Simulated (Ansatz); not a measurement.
**SiH4 (singlet): wave-function methods side by side at distance H1–H2 along a hydrogen transfer = 0.745 Å, cc-pVDZ**

Aim: climb from Hartree-Fock through coupled cluster and multireference methods for SiH4 (singlet) at one geometry and basis, and see what each rung misses.

Program: Ansatz 0.2.0, Gaussian basis. Level of theory: cc-pVDZ, core rule «outside noble gas», up to 5 orbitals frozen. These are calculated values, not measurements.

Plan: UHF; CCSD(T) on RHF; CCSD(T) on UHF; BCCD(T) on RHF; CISD; CCSDT(Q) on RHF; CCSDT(Q) on UHF; CCSDTQ on RHF; CCSDTQ on UHF; CASSCF and MRCISD+Q, 2 electrons in 2 orbitals; CASSCF and NEVPT2, 2 electrons in 2 orbitals; CASSCF and MRCISD+Q, 8 electrons in 8 orbitals; CASSCF and MRCISD+Q(relaxed), 8 electrons in 8 orbitals; CASSCF and NEVPT2, 8 electrons in 8 orbitals.

### Step 1. The system

The geometry derives from fragments relaxed apart (PBE0/def2-TZVP) and kept rigid, so it is no stationary point. A hydrogen atom is moved between rigid fragments.

5 atoms, charge 0, spin multiplicity 1.

Atoms are counted from 1 here; the program's logs count them from 0.

Bond lengths: H1–H2 0.745 Å, Si3–H4 1.526 Å, Si3–H5 1.526 Å. Angles: H4–Si3–H5 91.2°.

### Step 2. UHF

in.yaml

```yaml
crystal:
  periodic: [false, false, false]
  atoms:
    - {symbol: H, position_ang: [-2.709490, 0.054876, 0.000000]}
    - {symbol: H, position_ang: [-1.964490, 0.054876, 0.000000]}
    - {symbol: Si, position_ang: [0.115510, 0.054876, 0.000000]}
    - {symbol: H, position_ang: [0.727690, -0.819409, 1.090012]}
    - {symbol: H, position_ang: [0.727690, -0.819409, -1.090012]}
basis:
  gaussian: {orbitals: cc-pVDZ}
magnetization: {spin_polarized: true, initial_magnetization: 0}
hamiltonian: {xc: hf}
output: {orbitals: {seedname: orbitals}}
```

Run with:

```console
$ ansatz run in.yaml --threads 1 --pin off --events-out ev --progress --plain --max-ram 2816MiB --backend cpu
```

The runs that follow: CCSD(T) on RHF; CCSD(T) on UHF; BCCD(T) on RHF; CISD; CCSDT(Q) on RHF; CCSDT(Q) on UHF; CCSDTQ on RHF; CCSDTQ on UHF; CASSCF and MRCISD+Q, 2 electrons in 2 orbitals; CASSCF and NEVPT2, 2 electrons in 2 orbitals; CASSCF and MRCISD+Q, 8 electrons in 8 orbitals; CASSCF and MRCISD+Q(relaxed), 8 electrons in 8 orbitals; CASSCF and NEVPT2, 8 electrons in 8 orbitals.

Before running them: what should the planned runs give, taken together? Wanted: RCCSDTQ below the RHF energy; RMP2 from RCCSDTQ; RCCSD from RCCSDTQ; RCCSD(T) from RCCSDTQ; RCCSDT(Q) from RCCSDTQ; NEVPT2 pair from RCCSDTQ; MRCISD+Q pair from RCCSDTQ; NEVPT2 valence from RCCSDTQ; T1 diagnostic.

**Answer**, as computed:

```
                         quantity                                                                                             value
     RCCSDTQ below the RHF energy                                                                                        -4.3286 eV
                RMP2 from RCCSDTQ                                                                                       +1075.7 meV
               RCCSD from RCCSDTQ                                                                                        +101.0 meV
            RCCSD(T) from RCCSDTQ                                                                                         +23.5 meV
           RCCSDT(Q) from RCCSDTQ                                                                                          +0.7 meV
         NEVPT2 pair from RCCSDTQ                                                                                       +1010.5 meV
       MRCISD+Q pair from RCCSDTQ                                                                                         -14.0 meV
      NEVPT2 valence from RCCSDTQ                                                                                        +804.7 meV
levels within 1 kcal/mol (43 meV)  RCCSD(T), BCCD(T), RCCSDT, RCCSDT(Q), MRCISD+Q pair, MRCISD+Q valence, MRCISD+Q(relaxed) valence
                    T1 diagnostic                                                                                             0.013
   effectively unpaired electrons                                                                                              0.06
```

RCCSD(T) misses by +23.5 meV, 0.5 % of the correlation energy. One determinant dominates. Of the multireference levels listed MRCISD+Q pair comes nearest in total energy (-14.0 meV), which doesn't show that its space is the better one. These misses are within one basis, not against nature.
